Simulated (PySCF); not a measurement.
# Working out the electron affinity of Cl

Cl⁻ [Ar] (1S) → Cl [Ne] 3s2 3p5 (2P). All numbers are calculated (PySCF 2.14, scalar relativity by spin-free X2C-1e, in aug-cc-pVQZ-DK (7s6p4d3f2g, 84 functions)). Frozen: [Ne]. Energies in hartree (1 hartree = 27.21139 eV):

```
            part  Cl⁻ (lower)   Cl (upper)
             UHF  -460.985123  -460.898590
CCSD correlation    -0.240098    -0.198273
             (T)    -0.010938    -0.007305
```

What does Hartree-Fock give?

(-460.898590) − (-460.985123) = 0.086533 hartree = 2.355 eV.

What do CCSD and CCSD(T) give?

The CCSD correlation energies differ by 0.041825 hartree = 1.138 eV and the triples by 0.003633 hartree = 0.099 eV, so CCSD gives 3.493 eV and CCSD(T) 3.592 eV.

A first-order spin-orbit estimate adds -0.035 eV to CCSD(T) (valence), giving 3.557 eV against 3.613 eV (measured; photodetachment measurements, as compiled on the Wikipedia data page of electron affinities).

What remains against the reference includes basis incompleteness, the frozen core and higher excitations.
